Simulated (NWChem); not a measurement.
System: CH$_{3}$O anion

Input file for NWChem:

```
start job
memory heap 200 mb stack 900 mb global 1100 mb
charge -1
geometry units angstroms noautoz
  C      0.000000     0.000000    -0.531977
  O      0.000000     0.000000     0.804146
  H      0.728450     0.728450    -1.028993
  H      0.266631    -0.995081    -1.028993
  H     -0.995081     0.266631    -1.028993
end
basis spherical
  C library def2-svpd
  O library def2-svpd
  H library def2-svpd
end
dft
  xc xpbe96 cpbe96
  iterations 150
  mulliken
end
task dft energy
```

NWChem printed, in part:

```
             Northwest Computational Chemistry Package (NWChem) 7.3.0
             --------------------------------------------------------

 C3V symmetry detected

                             Geometry "geometry" -> ""
                             -------------------------

 Output coordinates in angstroms (scale by  1.889725989 to convert to a.u.)

  No.       Tag          Charge          X              Y              Z
 ---- ---------------- ---------- -------------- -------------- --------------
    1 C                    6.0000     0.00000000     0.00000000    -0.54105506
    2 O                    8.0000     0.00000000     0.00000000     0.79506794
    3 H                    1.0000     0.72844988     0.72844988    -1.03807106
    4 H                    1.0000     0.26663116    -0.99508104    -1.03807106
    5 H                    1.0000    -0.99508104     0.26663116    -1.03807106

 Effective nuclear repulsion energy (a.u.)      34.2676543436

      Symmetry information
      --------------------

 Group name             C3v
 Group number             17
 Group order               6
 No. of unique centers     3

  pbe96 is a nonlocal functional; adding pw91lda local functional.

                                 NWChem DFT Module
                                 -----------------

 Summary of "ao basis" -> "ao basis" (spherical)
 ------------------------------------------------------------------------------
       Tag                 Description            Shells   Functions and Types
 ---------------- ------------------------------  ------  ---------------------
 C                         def2-svpd                 8       20   4s2p2d
 O                         def2-svpd                 9       23   4s3p2d
 H                         def2-svpd                 4        8   2s2p

      Symmetry analysis of basis
      --------------------------

        a1         23
        a2          2
        e          42

  Rotation of axis

            General Information
            -------------------
          SCF calculation type: DFT
          Wavefunction type:  closed shell.
          No. of atoms     :     5
          No. of electrons :    18
           Alpha electrons :     9
            Beta electrons :     9
          Charge           :    -1
          Spin multiplicity:     1
          Use of symmetry is: on ; symmetry adaption is: on
          Maximum number of iterations: 150
          AO basis - number of functions:    67
                     number of shells:    29
          Convergence on energy requested:  1.00D-06
          Convergence on density requested:  1.00D-05
          Convergence on gradient requested:  5.00D-04

              XC Information
              --------------
          PerdewBurkeErnzerhof Exchange Functional  1.000
            Perdew 1991 LDA Correlation Functional  1.000 local
           PerdewBurkeErnz. Correlation Functional  1.000 non-local

             Grid Information
             ----------------
          Grid used for XC integration:  medium
          Radial quadrature: Mura-Knowles
          Angular quadrature: Lebedev.
          Tag              B.-S. Rad. Rad. Pts. Rad. Cut. Ang. Pts.
          ---              ---------- --------- --------- ---------
          C                   0.70       49           8.0       434
          O                   0.60       49           8.0       434
          H                   0.35       45           9.0       434
          Grid pruning is: on
          Number of quadrature shells:   143
          Spatial weights used:  Erf1

      Superposition of Atomic Density Guess
      -------------------------------------

 Sum of atomic energies:        -113.81717474

 Renormalizing density from      17.00 to     18

      Non-variational initial energy
      ------------------------------

 Total energy =    -118.554556
 1-e energy   =    -235.507707
 2-e energy   =      82.685497
 HOMO         =       0.103042
 LUMO         =       0.276931

      Symmetry analysis of molecular orbitals - initial
      -------------------------------------------------

  Numbering of irreducible representations:

     1 a1          2 a2          3 e

  Orbital symmetries:

     1 a1          2 a1          3 a1          4 a1          5 e
     6 e           7 a1          8 e           9 e          10 a1
    11 a1         12 e          13 e          14 a1         15 e
    16 e          17 e          18 e          19 a1

     ---------------------------------------------
      Total Density - Mulliken Population Analysis
     ---------------------------------------------

    Atom       Charge   Shell Charges
 -----------   ------   -------------------------------------------------------
    1 C    6     5.48   1.99  0.80  0.09  0.20  1.41  0.91  0.06  0.02
    2 O    8     9.09   1.99  1.00  0.85 -0.00  2.53  2.25  0.41  0.01  0.04
    3 H    1     1.14   0.75  0.19  0.02  0.18
    4 H    1     1.14   0.75  0.19  0.02  0.18
    5 H    1     1.14   0.75  0.19  0.02  0.18

   convergence    iter        energy       DeltaE   RMS-Dens  Diis-err
 ---------------- ----- ----------------- --------- --------- ---------
 d= 0,ls=0.0,diis     1   -114.7340841439 -1.49D+02  2.93D-02  1.36D+00
 d= 0,ls=0.0,diis     2   -114.5158960407  2.18D-01  2.07D-02  3.08D+00
 d= 0,ls=0.0,diis     3   -114.8750521245 -3.59D-01  5.81D-03  1.64D-01
 d= 0,ls=0.0,diis     4   -114.8898136342 -1.48D-02  1.84D-03  5.43D-02
 d= 0,ls=0.0,diis     5   -114.8950153048 -5.20D-03  3.47D-04  4.09D-04
  Resetting Diis
 d= 0,ls=0.0,diis     6   -114.8950825102 -6.72D-05  3.58D-05  7.70D-06
 d= 0,ls=0.0,diis     7   -114.8950835153 -1.01D-06  1.73D-05  2.35D-07
 d= 0,ls=0.0,diis     8   -114.8950833702  1.45D-07  1.25D-05  1.64D-06
 d= 0,ls=0.0,diis     9   -114.8950835462 -1.76D-07  1.47D-06  1.03D-08

[...]
```

Level: PBE/def2-SVPD. All runs use the structure optimised with B3LYP/def2-SVPD. The highest occupied level is positive, so the extra electron may be held by the finite basis.
